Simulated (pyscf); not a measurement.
**Four-centre exchange: [Cl–Ga–Cl]• + methane (CH₄) → hydrogen chloride (HCl) + [H₃C–Ga–Cl]•**

Gas phase, doublet surface, charge 0. Bonds broken: Cl1–Ga2, H4–C5. Bonds formed: Cl1–H4, Ga2–C5. Structures and frequencies: ωB97X-D3(BJ)/def2-SVP in PySCF.

Transition state (Å):

```xyz
8

Cl     0.4136    -1.2416    -1.4333
Ga    -1.1020     0.6015    -0.7422
Cl    -0.7123     2.2564    -2.1003
H      0.5273    -0.3560    -0.2285
C      0.2600     0.6533     0.8896
H      0.2904     1.7542     0.9424
H     -0.2645     0.2445     1.7652
H      1.3226     0.3490     0.9671
```

One imaginary mode, 1182i cm⁻¹; descent along it reached the two sides named, in the forms told below.

```csv
bond,change,reactant side (Å),saddle,product side
Cl1–Ga2,breaks,2.168,2.484,3.0
H4–C5,breaks,1.100,1.530,3.8
Cl1–H4,forms,3.0,1.500,1.297
Ga2–C5,forms,3.1,2.126,1.994
```

Electronic energies relative to the separated reactants (kcal/mol):

```tsv
level	barrier	reaction energy	reverse barrier
ωB97X-D3(BJ)/def2-TZVP	45.1	+33.5	11.6
PBE/def2-TZVP	39.0	+31.9	7.1
r²SCAN/def2-TZVP	39.9	+33.1	6.8
B3LYP-D3(BJ)/def2-TZVP	44.9	+32.9	12.0
PBE0-D3(BJ)/def2-TZVP	40.2	+32.2	8.1
M06-2X/def2-TZVP	43.8	+34.0	9.8
ωB97M-D3(BJ)/def2-TZVP	44.9	+31.9	13.0
HF/def2-TZVP	64.3	+36.4	27.9
```

With ωB97M-D3(BJ)/def2-TZVP energies and thermal terms (ideal gas, 1 atm, RRHO with modes under 100 cm⁻¹ raised to 100, one conformer, R ln 2 for chiral ones without a mode under 150 cm⁻¹), in kcal/mol:

```
T (K)   ΔH‡   ΔG‡     ΔH     ΔG
-----  ----  ----  -----  -----
298    41.9  51.1  +29.9  +28.8
600    42.7  60.2  +30.7  +27.4
900    43.8  68.8  +31.4  +25.5
1200   44.8  76.9  +32.0  +23.5
```

On the product side the descent ends in a complex (not fully relaxed), 7.0 kcal/mol under the separated species and 18.5 kcal/mol under the saddle at ωB97X-D3(BJ)/def2-TZVP. One saddle was located; it need not be the lowest between these sides. Elements up to Kr have no core potential and no relativistic terms here.
